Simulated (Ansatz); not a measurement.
# SiHO₂ (doublet): one geometry, many settings

What do other methods and options give for SiHO₂ (doublet) at this geometry, and how long do they take?

Method: the settings change from run to run; program: Ansatz 0.2.0, Gaussian basis.

16 further runs of the same task are left out: 3 for a known fault of the program, 4 that didn't finish, 9 set aside as unsound or not needed.

## Step 1: The geometry

The geometry is a PBE0/def2-TZVP stationary point (not a proven minimum).

4 atoms, charge 0, spin multiplicity 2.

Atoms are counted from 1 here; the program's logs count them from 0.

Bond lengths: O1–Si3 1.627 Å, O1–H4 0.965 Å, O2–Si3 1.525 Å. Angles: Si3–O1–H4 116.9°, O1–Si3–O2 127.5°.

Geometry (Å):

```xyz
4
HO2Si
O     0.0000    0.1999    1.4346
O     0.0000    0.4066   -1.3852
Si    0.0000   -0.3871   -0.0832
H     0.0000    1.1595    1.5318
```

## Step 2: MP2 on UHF/cc-pVDZ

Contents of in.yaml:

```yaml
crystal:
  periodic: [false, false, false]
  atoms:
    - {symbol: O, position_ang: [0.000000, 0.199858, 1.434628]}
    - {symbol: O, position_ang: [0.000000, 0.406627, -1.385152]}
    - {symbol: Si, position_ang: [0.000000, -0.387106, -0.083158]}
    - {symbol: H, position_ang: [0.000000, 1.159459, 1.531796]}
basis:
  gaussian: {orbitals: cc-pVDZ}
magnetization: {spin_polarized: true, initial_magnetization: 1}
correlation: {method: mp2, electrons: valence}
```

On the command line:

```console
ansatz run in.yaml --threads 1 --pin off --events-out ev --progress --plain --max-ram 2393MiB
```

Log:

```text
Functional definition: HF
  name "HF"
  cite "Fock, Z. Phys. 61, 126 (1930) doi:10.1007/BF01340294"
  parent pbe
  exchange = exact_x
  correlation = 0
484 factors; integrals over basis functions are off by at most 1.4e-3 eV
mean field evaluation 1: about -11947.0270 eV, gradient 3.5e1 eV
mean field evaluation 2: about -11947.0750 eV, gradient 3.5e1 eV
mean field evaluation 4: about -11952.1377 eV, gradient 3.8e0 eV
mean field evaluation 8: about -11952.2677 eV, gradient 5.4e-1 eV
mean field evaluation 16: about -11952.2738 eV, gradient 2.4e-6 eV
mean field evaluation 32: about -11952.2004 eV, gradient 1.1e0 eV
mean field evaluation 64: about -11951.3934 eV, gradient 8.0e0 eV
mean field -11952.27383886 eV, -439.2379620359 hartree, gradient 2.4e-6 eV, S^2 0.764985; 6 other end points of the search recorded, 0 dependent functions left out
7 core orbitals not correlated: weight in the atoms' cores, before any rotation towards them, 1.000 or more for the frozen orbitals, at most 0.000 for the correlated occupied ones
reference -11952.27383886 eV, -439.2379620359 hartree; 9, 8 occupied and 35, 36 virtual orbitals, 484 factors
second order -12.32460244 eV of doubles, -0.00000000 eV of singles
Total energy: -11964.59844129 eV, -439.6908828215 hartree
```

It took 1.2 s on 1 thread of Arm Neoverse V2, shared host.

From the report: ⟨S²⟩ of the determinant 0.765 (pure doublet: 0.75).

## Step 3: BCCD on ROHF/cc-pVDZ

Changes to in.yaml since step 2:

```diff
@@ -9,3 +9,4 @@
   gaussian: {orbitals: cc-pVDZ}
-magnetization: {spin_polarized: true, initial_magnetization: 1}
-correlation: {method: mp2, electrons: valence}
+magnetization: {spin_polarized: false, initial_magnetization: 1}
+correlation: {method: bccd, electrons: outside_noble_gas, diis_vectors: 2}
+output: {forces: true}
```

The command is unchanged.

Log, shortened:

```text
Functional definition: HF
  name "HF"
  cite "Fock, Z. Phys. 61, 126 (1930) doi:10.1007/BF01340294"
  parent pbe
[...]
484 factors; integrals over basis functions are off by at most 1.4e-3 eV
[...]
mean field -11952.17838029 eV, -439.2344539982 hartree, gradient 1.2e-6 eV, S^2 0.750000; 6 other end points of the search recorded, 0 dependent functions left out
[...]
determinant -11952.17838029 eV, -439.2344539982 hartree, with singles and doubles -11964.76535592 eV, -439.6970168207 hartree
determinant -11950.25991531 eV, -439.1639517106 hartree, with singles and doubles -11962.12413583 eV, -439.5999537727 hartree
7 core orbitals not correlated: weight in the atoms' cores, before any rotation towards them, 1.000 or more for the frozen orbitals, at most 0.000 for the correlated occupied ones
reference -11952.17838029 eV, -439.2344539982 hartree; 9, 8 occupied and 35, 36 virtual orbitals, 484 factors
second order -12.37766445 eV of doubles, -0.04327008 eV of singles
cycle   1  -12.51241207 eV  change    7.5e-2 eV  update   3.2e-2
[...]
cycle  23  -12.54167798 eV  change    1.2e-7 eV  update   1.6e-6
[...]
Total energy: -11964.72005827 eV, -439.6953521630 hartree
Atom 0 at     0.000000     0.199858     1.434628 Å, force     0.000000     0.284886     1.436461 eV/Å
Atom 1 at     0.000000     0.406627    -1.385152 Å, force    -0.000000     0.939770    -1.581126 eV/Å
Atom 2 at     0.000000    -0.387106    -0.083158 Å, force     0.000000    -1.447517     0.157227 eV/Å
Atom 3 at     0.000000     1.159459     1.531796 Å, force    -0.000000     0.222861    -0.012562 eV/Å
Dipole moment:     0.000000     0.008853     0.532788 e Å
```

Run time: 11 s. Hardware: 1 thread of Arm Neoverse V2, shared host.

From the report: correlation -12.5417 eV; largest double amplitude 0.06.

## Step 4: CCSD on UHF/cc-pVDZ

Changes to in.yaml since step 3:

```diff
@@ -9,4 +9,3 @@
   gaussian: {orbitals: cc-pVDZ}
-magnetization: {spin_polarized: false, initial_magnetization: 1}
-correlation: {method: bccd, electrons: outside_noble_gas, diis_vectors: 2}
-output: {forces: true}
+magnetization: {spin_polarized: true, initial_magnetization: 1}
+correlation: {method: ccsd, electrons: outside_noble_gas}
```

Same command.

Log, shortened:

```text
Functional definition: HF
  name "HF"
  cite "Fock, Z. Phys. 61, 126 (1930) doi:10.1007/BF01340294"
  parent pbe
[...]
484 factors; integrals over basis functions are off by at most 1.4e-3 eV
[...]
mean field -11952.27383886 eV, -439.2379620359 hartree, gradient 2.4e-6 eV, S^2 0.764985; 7 other end points of the search recorded, 0 dependent functions left out
determinant -11952.27383886 eV, -439.2379620359 hartree, with singles and doubles -11964.77744764 eV, -439.6974611832 hartree
determinant -11950.34979368 eV, -439.1672546799 hartree, with singles and doubles -11962.12597067 eV, -439.6000212021 hartree
determinant -11949.09739777 eV, -439.1212299791 hartree, with singles and doubles -11960.36269971 eV, -439.5352221894 hartree
7 core orbitals not correlated: weight in the atoms' cores, before any rotation towards them, 1.000 or more for the frozen orbitals, at most 0.000 for the correlated occupied ones
reference -11952.27383886 eV, -439.2379620359 hartree; 9, 8 occupied and 35, 36 virtual orbitals, 484 factors
second order -12.32460244 eV of doubles, -0.00000000 eV of singles
cycle   1  -12.50520491 eV  change   -1.6e-3 eV  update   2.7e-3
[...]
cycle   9  -12.50646666 eV  change    2.7e-6 eV  update   8.5e-6
Total energy: -11964.78030552 eV, -439.6975662084 hartree
```

Wall time 4.5 s (1 thread of Arm Neoverse V2, shared host).

From the report: ⟨S²⟩ of the determinant 0.765 (pure doublet: 0.75); correlation -12.5065 eV; T1 0.026; largest double amplitude 0.06.

## Step 5: CCSD on ROHF/cc-pVDZ

Changes to in.yaml since step 4:

```diff
@@ -9,3 +9,4 @@
   gaussian: {orbitals: cc-pVDZ}
-magnetization: {spin_polarized: true, initial_magnetization: 1}
+magnetization: {spin_polarized: false, initial_magnetization: 1}
 correlation: {method: ccsd, electrons: outside_noble_gas}
+output: {forces: true}
```

The command is unchanged.

Log, shortened:

```text
Functional definition: HF
  name "HF"
  cite "Fock, Z. Phys. 61, 126 (1930) doi:10.1007/BF01340294"
  parent pbe
[...]
484 factors; integrals over basis functions are off by at most 1.4e-3 eV
[...]
mean field -11952.17838029 eV, -439.2344539982 hartree, gradient 1.2e-6 eV, S^2 0.750000; 6 other end points of the search recorded, 0 dependent functions left out
[...]
determinant -11952.17838029 eV, -439.2344539982 hartree, with singles and doubles -11964.76535592 eV, -439.6970168207 hartree
determinant -11950.25991531 eV, -439.1639517106 hartree, with singles and doubles -11962.12413583 eV, -439.5999537727 hartree
7 core orbitals not correlated: weight in the atoms' cores, before any rotation towards them, 1.000 or more for the frozen orbitals, at most 0.000 for the correlated occupied ones
reference -11952.17838029 eV, -439.2344539982 hartree; 9, 8 occupied and 35, 36 virtual orbitals, 484 factors
second order -12.37766445 eV of doubles, -0.04327008 eV of singles
cycle   1  -12.59141688 eV  change   -4.4e-3 eV  update   4.4e-3
[...]
cycle  12  -12.59646516 eV  change   -8.7e-8 eV  update   7.0e-7
[...]
Total energy: -11964.77484545 eV, -439.6973655547 hartree
Atom 0 at     0.000000     0.199858     1.434628 Å, force     0.000000     0.272242     1.482325 eV/Å
Atom 1 at     0.000000     0.406627    -1.385152 Å, force    -0.000000     0.964489    -1.649028 eV/Å
Atom 2 at     0.000000    -0.387106    -0.083158 Å, force    -0.000000    -1.469620     0.184569 eV/Å
Atom 3 at     0.000000     1.159459     1.531796 Å, force    -0.000000     0.232889    -0.017866 eV/Å
Dipole moment:     0.000000     0.007221     0.529989 e Å
```

It took 8 s on 1 thread of Arm Neoverse V2, shared host.

From the report: correlation -12.5965 eV; T1 0.034; largest double amplitude 0.06.

## Step 6: All runs side by side

Where basis and cores are those of an earlier UCCSDT(Q)/cc-pVDZ run (-11965.2636 eV), and the state is the same kind, the miss against it is given.

| level | correlated | functions | energy (eV) | from UCCSDT(Q) (meV) | time |
| --- | --- | --- | --- | --- | --- |
| MP2 on UHF/cc-pVDZ | valence | 51 | -11964.5984 | 665.2 | 1.2 s |
| BCCD on ROHF/cc-pVDZ | outside noble gas | 51 | -11964.7201 | 543.5 | 11 s |
| CCSD on UHF/cc-pVDZ | outside noble gas | 51 | -11964.7803 | 483.3 | 4.5 s |
| CCSD on ROHF/cc-pVDZ | outside noble gas | 51 | -11964.7748 | 488.8 | 8 s |

## Step 7: Outcome

```
quantity                       value
    runs                           4
quickest   MP2 on UHF/cc-pVDZ, 1.2 s
 slowest  BCCD on ROHF/cc-pVDZ, 11 s
```

In words: Total energies in different bases, with other cores or another treatment of relativity can't be set against each other. BCCD on ROHF/cc-pVDZ took 9 times as long as MP2 on UHF/cc-pVDZ; the jobs differ in more than the method. Among the correlated runs with a miss given, it spans +483 to +665 meV.
